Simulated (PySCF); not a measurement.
Electric field gradients and quadrupole coupling constants

Species: C4H6S.
Geometry (PBE0-D3(BJ)/def2-SVP, Å), atoms numbered from 1 in this order:
```
atom  x, y, z in Å
C1    -1.4542    0.3599   -0.8669
C2    -0.3309   -0.4941   -0.2903
C3     0.9103    0.3038    0.0211
C4     2.0624    0.1627   -0.5927
S5     3.4288   -0.0257   -1.3273
H6    -1.1515    0.8202   -1.8193
H7    -1.7320    1.1731   -0.1782
H8    -2.3545   -0.2468   -1.0500
H9    -0.0750   -1.3061   -0.9881
H10   -0.6748   -0.9829    0.6378
H11    0.8553    1.0813    0.7942
```

Field gradients from the PBE0/pcSseg-1 density (PySCF, non-relativistic), principal values in atomic units, ordered |Vxx| ≤ |Vyy| ≤ |Vzz|:

```json
{"atom": "S5", "Vxx": "1.0659", "Vyy": "1.1331", "Vzz": "-2.1990"}
```

Find the asymmetry η = (Vxx − Vyy)/Vzz and the couplings χ = eQV/h (234.96 MHz × Q in barn × V in au), with Q(33S) = −0.0678 b.

```csv
atom,environment,nucleus,η,χzz (MHz),χxx (MHz),χyy (MHz)
S5,sulfur bonded to C,33S,0.03,35.03,-16.98,-18.05
```

The gradient is axial or nearly so (η below 0.05) at S5. 

What is Vzz at S5 in SI units (1 au = 9.71736 × 10²¹ V/m²)?

-2.1990 au = -21.369 × 10²¹ V/m².

Were the hydrogens deuterons (Q(2H) = 0.00286 b), χzz would run from 190 kHz (H10) to 203 kHz (H11).

The structure is a single PBE0-D3(BJ)/def2-SVP conformer in the gas phase; no vibrational or solvent corrections. A larger basis could move these couplings by a tenth or more.
